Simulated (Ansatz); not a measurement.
Species: C$_{2}$H$_{5}$, SMILES `C[CH2]` (charge 0, multiplicity 2), formula C2H5.

Problem. How many basis functions does frozen-core CCSD(T)/cc-pVTZ // PBE-D3(BJ)/def2-TZVP (Ansatz, a program for electronic structure) use, how many core orbitals are frozen, and how many electrons are correlated?

Solution. 130 basis functions and 2 frozen orbitals, which leaves 13 correlated electrons. Core time is of the order of seconds.
